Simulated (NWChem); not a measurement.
System: C₃H₄, triplet; SMILES of the neutral closed-shell parent C#CC

The following NWChem deck was run.

```
start job
memory heap 200 mb stack 900 mb global 1100 mb
geometry units angstroms noautosym nocenter noautoz
  C      0.080077    -1.145541     0.000000
  C     -0.480835     0.212905     0.000000
  C      0.096995     1.413632     0.000000
  H     -0.236908    -1.709558    -0.892637
  H     -0.236908    -1.709558     0.892637
  H      1.188369    -1.106439     0.000000
  H      1.174719     1.655660     0.000000
end
basis spherical
  * library def2-svp
end
dft
  odft
  mult 3
  xc pbe0
  iterations 150
end
cosmo
  dielec 78.4
end
task dft energy
```

In the optimisation the excess spin sits in a' (Cs, its own frame). Geometry: optimised at PBE0/def2-SVP, spin-unrestricted. This spin state was assumed; another may lie lower. No stability test was run on the SCF state.

Level: PBE0/def2-SVP with COSMO at NWChem's default radii, gas-phase geometry; the question gives the dielectric constant. Reactions with the solvent are ignored.

### Question
What results follow from this input? (PBE0/def2-SVP, spin-unrestricted, COSMO on the gas-phase geometry.) Quantities: electrostatic solvation energy (kcal/mol); dipole in solution (D).

### Answer
```json
{
  "electrostatic solvation energy (kcal/mol)": "-2.4",
  "dipole in solution (D)": "2.30"
}
```
